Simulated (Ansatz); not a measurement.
Input for Ansatz (a quantum-chemistry and plane-wave program): R-HF/def2-TZVPP on phosphine (SMILES P), atoms moved off the minimum.

Ansatz 0.2 input:
```yaml
crystal:
  periodic: [false, false, false]
  atoms:
    - {symbol: P, position_ang: [0.12094924, -0.13870358, 0.02274535]}
    - {symbol: H, position_ang: [-0.54878784, 1.28579349, -0.55170909]}
    - {symbol: H, position_ang: [0.93552402, -0.13661833, -0.59608327]}
    - {symbol: H, position_ang: [-0.82562394, -0.91576967, -0.56045900]}
basis:
  gaussian:
    orbitals: def2-TZVPP
hamiltonian:
  xc: {name: HF}
scf: {lower_state_search: off}
output: {forces: true}
```

It printed:

```
WARN ansatz: RAYON_NUM_THREADS=1 ignored (pool sized by the plan → 1); use --threads N
Functional definition: HF
these checks for a lower state are left out or cut short: stability, starts, cluster_reference, orbital_swaps, neighbouring_geometries, increment
integrals: 0.01 GiB planned
519 factors; their error is unknown
mean field: 0.11 GiB planned
mean field evaluation 1: about -9314.6529 eV, gradient 1.2e1 eV
mean field evaluation 2: about -9315.3548 eV, gradient 4.3e0 eV
mean field evaluation 4: about -9315.4596 eV, gradient 2.8e-1 eV
mean field evaluation 8: about -9315.5049 eV, gradient 1.5e-1 eV
mean field -9315.50493447 eV, -342.3384920657 hartree, gradient 8.8e-7 eV, S^2 0.000000; 0 other end points of the search recorded, 0 dependent functions left out
the calculation of the forces begins
reference -9315.50493447 eV, -342.3384920657 hartree; 9, 9 occupied and 75, 75 virtual orbitals, 519 factors
Total energy: -9315.50493447 eV, -342.3384920657 hartree
Atom 0 at     0.120949    -0.138704     0.022745 Å, force   -19.548114     4.193170    14.650364 eV/Å
Atom 1 at    -0.548788     1.285793    -0.551709 Å, force     1.468234    -2.889762     1.209721 eV/Å
Atom 2 at     0.935524    -0.136618    -0.596083 Å, force    18.409834    -0.444523   -14.902820 eV/Å
Atom 3 at    -0.825624    -0.915770    -0.560459 Å, force    -0.329954    -0.858884    -0.957265 eV/Å
Dipole moment:     0.057137    -0.092908    -0.199154 e Å
Checks for a lower state left out: stability, starts, cluster_reference, orbital_swaps, neighbouring_geometries, increment
```

Self-consistency was reached.

Cost: about 0.5 core-seconds (a rough figure).
